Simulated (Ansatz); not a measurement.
Born–Oppenheimer molecular dynamics of CH4Al2 (7 atoms, charge 0, multiplicity 1). It starts from a relaxed structure.

Computed with UKS B3LYP-D4/6-31G* (Ansatz 0.2.0).

* ensemble: NVT, Langevin thermostat
* time step: 0.5 fs
* steps asked: 150
* set temperature: 300 K
* friction: 0.02 /fs
* masses: H 2.014 u
* seed: 433283

First frame:

```xyz
7
Properties=species:S:1:pos:R:3
C -0.652 -0.102 -0.436
Al 0.070 0.957 1.067
Al 1.186 -0.807 -0.236
H -1.627 -0.533 -0.678
H -0.378 0.631 -1.240
H -0.530 1.871 2.232
H 1.992 -2.086 -0.754
```

Question: How far do the bonds stretch over the last three quarters of this one trajectory? (Pairs bonded in most of those frames.)

Answer: 
```csv
bond,mean (Å),spread (Å),shortest,longest
C1–Al2,1.986,0.035,1.92,2.03
C1–Al3,2.011,0.033,1.94,2.07
C1–H4,1.102,0.022,1.06,1.14
C1–H5,1.124,0.020,1.09,1.17
Al2–Al3,2.500,0.023,2.47,2.55
Al2–H6,1.601,0.013,1.58,1.62
Al3–H7,1.598,0.030,1.54,1.65
```

Mean temperature of the second half: 184 K. The mean temperature of the second half is 39 % below the set value. A run of 0.075 ps of so small a system gives no equilibrium averages.

The run took 4.5 min on 1 thread of Intel(R) Xeon(R) 6975P-C (Granite Rapids), on a shared host, peak memory 0.17 GiB.
